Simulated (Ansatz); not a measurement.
Molecular dynamics, step by step

CH$_{4}$AlCl, closed shell, SPW92/def2-SVP (Ansatz 0.2.0). Settings (timestep in fs, temperature in K; T counts 15 degrees of freedom):

```yaml
hamiltonian: {xc: lda}
md: {n_steps: 60, timestep: 0.5, temperature: 200, ensemble: nvt_nose_hoover, seed: 639, initial_velocities: maxwell_boltzmann}
```

Start, the saddle point found with PBE0-D4 in triple zeta (not stationary at another level):

```
7
angstrom
Al -0.6996 -1.3187 0.0571
C 0.1854 0.6531 -0.2245
H -1.0222 -0.2584 -1.0574
Cl 0.3594 -1.9136 1.7706
H 1.2385 0.3537 -0.2992
H -0.0327 1.0955 0.7554
H -0.0288 1.3884 -1.0020
```

```json
{"step": "0", "time (fs)": "0.00", "potential energy less the start (meV)": "0.0", "kinetic energy (meV)": "129.3", "T (K)": "200"}
{"step": "4", "time (fs)": "2.00", "potential energy less the start (meV)": "11.3", "kinetic energy (meV)": "118.5", "T (K)": "183"}
{"step": "8", "time (fs)": "4.00", "potential energy less the start (meV)": "40.8", "kinetic energy (meV)": "89.6", "T (K)": "139"}
{"step": "12", "time (fs)": "6.00", "potential energy less the start (meV)": "-58.5", "kinetic energy (meV)": "188.5", "T (K)": "292"}
{"step": "16", "time (fs)": "8.00", "potential energy less the start (meV)": "-226.4", "kinetic energy (meV)": "357.2", "T (K)": "553"}
{"step": "20", "time (fs)": "10.00", "potential energy less the start (meV)": "-675.9", "kinetic energy (meV)": "805.7", "T (K)": "1247"}
{"step": "24", "time (fs)": "12.00", "potential energy less the start (meV)": "-1135.2", "kinetic energy (meV)": "1240.3", "T (K)": "1919"}
{"step": "28", "time (fs)": "14.00", "potential energy less the start (meV)": "-475.5", "kinetic energy (meV)": "599.2", "T (K)": "927"}
{"step": "32", "time (fs)": "16.00", "potential energy less the start (meV)": "-1586.7", "kinetic energy (meV)": "1667.2", "T (K)": "2580"}
{"step": "36", "time (fs)": "18.00", "potential energy less the start (meV)": "-1147.2", "kinetic energy (meV)": "1202.4", "T (K)": "1860"}
{"step": "40", "time (fs)": "20.00", "potential energy less the start (meV)": "-923.4", "kinetic energy (meV)": "946.7", "T (K)": "1465"}
{"step": "44", "time (fs)": "22.00", "potential energy less the start (meV)": "-1232.9", "kinetic energy (meV)": "1217.3", "T (K)": "1883"}
{"step": "48", "time (fs)": "24.00", "potential energy less the start (meV)": "-1890.2", "kinetic energy (meV)": "1800.2", "T (K)": "2785"}
{"step": "52", "time (fs)": "26.00", "potential energy less the start (meV)": "-1326.6", "kinetic energy (meV)": "1159.1", "T (K)": "1794"}
{"step": "56", "time (fs)": "28.00", "potential energy less the start (meV)": "-1988.4", "kinetic energy (meV)": "1730.8", "T (K)": "2678"}
{"step": "60", "time (fs)": "30.00", "potential energy less the start (meV)": "-1885.4", "kinetic energy (meV)": "1525.9", "T (K)": "2361"}
```

Step 36, positions (Å) and forces (eV/Å):

```csv
atom,x,y,z,Fx,Fy,Fz
Al1,-0.759,-1.395,0.033,-0.877,-1.597,0.006
C2,0.221,0.753,-0.249,-2.994,1.010,-2.135
H3,-0.839,0.237,-0.961,2.880,1.233,1.885
Cl4,0.383,-1.901,1.788,0.190,0.282,0.038
H5,1.091,0.088,-0.242,0.412,-0.354,-0.203
H6,-0.137,0.956,0.799,0.173,0.107,-0.494
H7,0.370,1.691,-0.891,0.216,-0.680,0.902
```

Step 44, positions (Å) and forces (eV/Å):

| atom | x | y | z | Fx | Fy | Fz |
| --- | --- | --- | --- | --- | --- | --- |
| Al1 | -0.785 | -1.438 | 0.030 | -0.561 | -1.142 | 0.126 |
| C2 | 0.251 | 0.834 | -0.272 | -3.147 | -2.225 | -0.792 |
| H3 | -0.859 | 0.315 | -0.957 | 3.149 | 1.578 | 1.509 |
| Cl4 | 0.390 | -1.895 | 1.793 | 0.046 | 0.210 | -0.100 |
| H5 | 1.015 | 0.014 | -0.214 | 0.048 | 0.381 | -0.405 |
| H6 | -0.165 | 0.876 | 0.766 | 0.192 | 0.557 | -0.129 |
| H7 | 0.587 | 1.772 | -0.705 | 0.273 | 0.641 | -0.210 |

Step 56, positions (Å) and forces (eV/Å):

| atom | x | y | z | Fx | Fy | Fz |
| --- | --- | --- | --- | --- | --- | --- |
| Al1 | -0.827 | -1.512 | 0.027 | -0.014 | -0.531 | 0.419 |
| C2 | 0.267 | 0.924 | -0.302 | 3.160 | 1.170 | 3.100 |
| H3 | -0.519 | 0.701 | -0.903 | -2.838 | -0.097 | -2.928 |
| Cl4 | 0.401 | -1.886 | 1.800 | -0.201 | 0.079 | -0.319 |
| H5 | 0.928 | 0.043 | -0.271 | 0.630 | -0.071 | -0.230 |
| H6 | -0.148 | 0.909 | 0.731 | 0.062 | 0.363 | 0.142 |
| H7 | 0.880 | 1.881 | -0.447 | -0.799 | -0.912 | -0.184 |

Last step (60):

```json
{"atom": "Al1", "x (Å)": "-0.8409", "y (Å)": "-1.5367", "z (Å)": "0.0267"}
{"atom": "C2", "x (Å)": "0.2966", "y (Å)": "0.9585", "z (Å)": "-0.2913"}
{"atom": "H3", "x (Å)": "-0.6577", "y (Å)": "0.7914", "z (Å)": "-1.1248"}
{"atom": "Cl4", "x (Å)": "0.4039", "y (Å)": "-1.8826", "z (Å)": "1.8011"}
{"atom": "H5", "x (Å)": "0.9175", "y (Å)": "0.0868", "z (Å)": "-0.3086"}
{"atom": "H6", "x (Å)": "-0.1331", "y (Å)": "0.9545", "z (Å)": "0.7421"}
{"atom": "H7", "x (Å)": "0.9191", "y (Å)": "1.8526", "z (Å)": "-0.3735"}
```

The run took about 53 s on 2 CPU threads of an Arm Neoverse N1 (shared host).
